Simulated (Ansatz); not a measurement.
Mulliken charges of `[CH2][SiH2]F` radical from B3LYP/def2-TZVPP in Ansatz (PBE0-D4/def2-TZVP geometry).

```json
{"atom": "C1", "x (Å)": "-0.872", "y (Å)": "0.281", "z (Å)": "-0.616", "charge (e)": "-0.334"}
{"atom": "Si2", "x (Å)": "0.589", "y (Å)": "-0.157", "z (Å)": "0.392", "charge (e)": "0.607"}
{"atom": "F3", "x (Å)": "0.653", "y (Å)": "-1.749", "z (Å)": "0.551", "charge (e)": "-0.333"}
{"atom": "H4", "x (Å)": "-1.536", "y (Å)": "-0.466", "z (Å)": "-1.039", "charge (e)": "0.124"}
{"atom": "H5", "x (Å)": "-1.136", "y (Å)": "1.311", "z (Å)": "-0.838", "charge (e)": "0.113"}
{"atom": "H6", "x (Å)": "0.510", "y (Å)": "0.431", "z (Å)": "1.755", "charge (e)": "-0.088"}
{"atom": "H7", "x (Å)": "1.854", "y (Å)": "0.282", "z (Å)": "-0.252", "charge (e)": "-0.088"}
```

Question: By hand: the dipole of these point charges (1 e Å = 4.8032 D).

Answer: Σ q r = (-0.096, 0.421, -0.096) e Å, of length 0.442 e Å = 2.12 D.

Question: How does the dipole of the full density compare? (Estimate.)

Answer: The calculation gave: (-0.136, 0.294, -0.113) e Å, 1.65 D; the point charges give 1.28 times that, at 13° from its direction.

Point charges leave out the atoms' own dipoles, such as those of lone pairs, and Mulliken's split depends on the basis, so the two needn't agree.

B3LYP here is the variant with VWN-RPA as its local correlation; programs differ in this.
